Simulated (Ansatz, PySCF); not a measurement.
Potential energy curve for SMILES CCl (CH3Cl). The C1–Cl5 bond (C1 also carries H, H, H; Cl5 carries nothing else) is pulled apart rigidly from the PBE0/def2-TZVP optimised geometry.

- RKS-PBE = restricted PBE/def2-TZVP in Ansatz (a program for electronic structure)
- UKS-PBE = unrestricted PBE/def2-TZVP (Ansatz)
- UKS-wB97X-V = PySCF with unrestricted wB97X-V/def2-TZVP
- UCCSD(T) = CCSD(T) on UHF/def2-TZVP, 6 core orbitals frozen (PySCF 2.14.0)

Energies relative to the lowest point of each curve near equilibrium, in eV; the last columns give the difference from UCCSD(T):

```
R / Å  RKS-PBE  UKS-PBE  UKS-wB97X-V  UCCSD(T)  RKS-PBE − UCCSD(T)  UKS-PBE − UCCSD(T)  UKS-wB97X-V − UCCSD(T)
-----  -------  -------  -----------  --------  ------------------  ------------------  ----------------------
1.43     2.541    2.541        2.555     2.639              -0.098              -0.098                  -0.084
1.52     1.200    1.200        1.184     1.242              -0.043              -0.043                  -0.059
1.60     0.511    0.511        0.486     0.526              -0.015              -0.015                  -0.040
1.67     0.177    0.177        0.157     0.180              -0.003              -0.003                  -0.024
1.73     0.037    0.037        0.027     0.036               0.001               0.001                  -0.010
1.77     0.000    0.000        0.000     0.000               0.000               0.000                   0.000
1.84     0.019    0.019        0.042     0.025              -0.005              -0.005                   0.018
1.86     0.041    0.041        0.071     0.048              -0.008              -0.008                   0.023
1.94     0.179    0.179        0.244     0.199              -0.019              -0.019                   0.045
2.04     0.436    0.436        0.550     0.474              -0.038              -0.038                   0.076
2.20     0.945    0.945        1.150     1.015              -0.069              -0.069                   0.135
2.37     1.521    1.521        1.830     1.670              -0.149              -0.149                   0.160
2.67     2.449    2.449        2.910     2.728              -0.279              -0.279                   0.182
2.90     3.030    3.024        3.403     3.296              -0.266              -0.273                   0.107
3.16     3.545    3.426        3.726     3.625              -0.080              -0.199                   0.101
3.52     4.051    3.722        3.951     3.792               0.260              -0.070                   0.160
3.92     4.407    3.887        4.053     3.851               0.557               0.037                   0.202
4.32     4.623    3.974        4.091     3.872               0.751               0.102                   0.219
4.79     4.769    4.026        4.107     3.882               0.887               0.144                   0.225
5.30     4.855    4.054        4.114     3.887               0.968               0.167                   0.227
6.23     4.924    4.074        4.119     3.891               1.033               0.184                   0.228
```

RKS-PBE is furthest from UCCSD(T) at 6.23 (1.033 eV, above); its mean absolute difference over the points is 0.263 eV.

UKS-PBE is furthest from UCCSD(T) at 2.67 (-0.279 eV, below); its mean absolute difference over the points is 0.091 eV.

UKS-wB97X-V is furthest from UCCSD(T) at 6.23 (0.228 eV, above); its mean absolute difference over the points is 0.111 eV.

The restricted form behind RKS-PBE keeps the bonding electrons paired and can't separate into open-shell fragments. The unrestricted determinant behind UKS-PBE is spin-contaminated at 2.90 to 6.23 Å (<S²> up to 0.9, against 0.00 for a pure singlet). The unrestricted determinant behind UKS-wB97X-V is spin-contaminated at 2.67 to 6.23 Å (<S²> up to 1.0, against 0.00 for a pure singlet). The unrestricted solution behind UCCSD(T) changes between 2.37 and 2.67 Å, which can leave a kink. The unrestricted determinant behind UCCSD(T) is spin-contaminated at 2.37 to 6.23 Å (<S²> up to 1.0, against 0.00 for a pure singlet).
